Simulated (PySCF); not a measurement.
## How methods differ on the ionisation energy of Be

Be [He] 2s2 (1S) → Be⁺ [He] 2s1 (2S), as a difference of total energies. Calculation: PySCF 2.14, in aug-cc-pVQZ-DK (6s5p4d3f2g, 80 functions); the spin-free X2C one-electron Hamiltonian (Gaussian nucleus). Correlated levels: valence: 1s2 frozen. The calculations carry no spin-orbit coupling.

```csv
method,ionisation energy (eV)
UHF,8.044
LDA,9.026
PBE0,8.974
r2SCAN,8.794
M06,8.948
BP86,9.113
HSE06,8.968
MP2 (valence),8.848
SCS-MP2 (valence),9.009
```

Question: Estimate what BLYP gives.

Answer: 8.978 eV, closest to PBE0 among the rows shown.

Question: Estimate what PBE gives.

Answer: 8.999 eV, closest to SCS-MP2 (valence) among the rows shown.

Errors of the correlated levels include the incompleteness of this basis and the frozen core.

MP2 underrates the near-degeneracy of ns² with np² in the lower species.

For comparison: 9.323 eV (measured; NIST Atomic Spectra Database, ionization energies).
